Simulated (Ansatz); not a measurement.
Mulliken charges of H2NNa (`[NH2][Na]`) from r2SCAN/def2-TZVPP in Ansatz (PBE0-D4/def2-TZVP geometry).

| atom | x (Å) | y (Å) | z (Å) | charge (e) |
| --- | --- | --- | --- | --- |
| N1 | -0.189 | 0.052 | -0.066 | -0.916 |
| Na2 | 1.636 | -0.200 | 0.893 | 0.664 |
| H3 | -1.025 | -0.509 | 0.057 | 0.126 |
| H4 | -0.367 | 0.596 | -0.904 | 0.126 |

By hand: the dipole of these point charges (1 e Å = 4.8032 D).

Σ q r = (1.084, -0.169, 0.547) e Å, of length 1.226 e Å = 5.89 D.

How does the dipole of the full density compare? (Best estimate.)

Computed: (1.133, -0.158, 0.594) e Å, 6.19 D; the point charges give 0.95 times that, at 1° from its direction.

Point charges leave out the atoms' own dipoles, such as those of lone pairs, and Mulliken's split depends on the basis, so the close match here is no proof of good charges.
